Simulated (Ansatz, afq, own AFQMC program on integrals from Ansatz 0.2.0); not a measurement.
P, quartet → P⁺, quintet

A free P atom.

E(quintet, charge +1) − E(quartet, charge +0) at this geometry, on UHF and UHF determinants.

Basis cc-pVTZ. Noble-gas cores (and the filled d shells of Ga–Kr and In–Xe) are frozen. Integrals, coupled cluster, full CI and functionals: Ansatz 0.2.0; the random walks run on the same integrals in our own AFQMC program. ph-AFQMC/CISD is guided by a CISD state made of CCSD amplitudes; releasing the constraint for a short imaginary time cuts its bias at the price of noise, slowly where states lie close. Uncertainties: one standard error, sampling alone. The errors of all members are added in quadrature.

Full CI on the same integrals is exact in this basis and with this determinant's frozen core.

The best estimate is CCSD(T) at the basis-set limit (CBS: def2-TZVPP and def2-QZVPP, with their diffuse functions for anions and beside diffuse sets, CCSD(T) itself extrapolated) plus the step from CCSD(T) to full CI in cc-pVTZ. Rows without CBS are in cc-pVTZ; B2PLYP and the wave-function rows carry a basis error of their own. Core correlation and relativity beyond core potentials are missing, and ± holds the sampling alone.

Cautions: P⁺ (quintet): another spin lies lower; this isn't the first ionization; core correlation is missing, and it shifts such a gap most where an s electron is promoted.

```json
{"level": "wB97M-V", "vertical ionization energy (eV)": "16.234"}
{"level": "r2SCAN", "vertical ionization energy (eV)": "15.532"}
{"level": "CCSD", "vertical ionization energy (eV)": "15.701"}
```

Problem. From these cheaper values, estimate the vertical ionization energy at the level of the best estimate.

Solution. 15.970 eV (best estimate, highest rung FCI).

| level | vertical ionization energy (eV) | error against the best estimate (eV) |
| --- | --- | --- |
| HF | 13.811 | -2.159 |
| MP2 | 15.446 | -0.524 |
| CCSD(T) | 15.792 | -0.177 |
| CCSDT | 15.810 | -0.160 |
| CCSDT(Q) | 15.813 | -0.157 |
| ph-AFQMC/CISD | 15.811 ± 0.001 | -0.159 ± 0.001 |
| released AFQMC | 15.814 ± 0.0008 | -0.156 ± 0.0008 |
| FCI | 15.813 | -0.156 |
| HF/CBS | 13.791 | -2.179 |
| MP2/CBS | 15.668 | -0.301 |
| CCSD(T)/CBS | 15.949 | -0.021 |
| PBE | 16.169 | 0.200 |
| PBE0 | 16.004 | 0.034 |
| B3LYP | 16.413 | 0.444 |
| B2PLYP | 16.135 | 0.165 |

Correlation beyond CCSD(T) adds 0.021 eV. Going to the basis-set limit adds 0.156 eV at CCSD(T). The perturbative (T) step is worth +0.092 eV.

Best estimates are given only where the step beyond CCSD(T) is under 0.3 eV and no member's determinant is very poor (T1 over 0.05, or 0.07 for open shells, ⟨S²⟩ too high by 0.3, two states mixed), so the hardest cases are missing from such tables.

The functionals ran in a triple-zeta set and keep a basis error of their own, a few kJ/mol for each bond in atomization energies and more for double hybrids, so close places among them and the extrapolated levels can swap.

CCSDT and higher add their correlation energy to the determinant of the CCSD(T) run, since their own runs factorise the integrals more tightly (a shift of under 2 meV). Each member of a difference takes its own highest rung, so a best estimate needn't equal the limit plus the step of one row. A walk keeps the symmetry of its determinant, which the program's search chose and which needn't be the lowest solution, so a lower state of the same spin and another symmetry isn't excluded. Released energies are given only where the last usable release times agree within the noise; a slower fall can still hide under it.
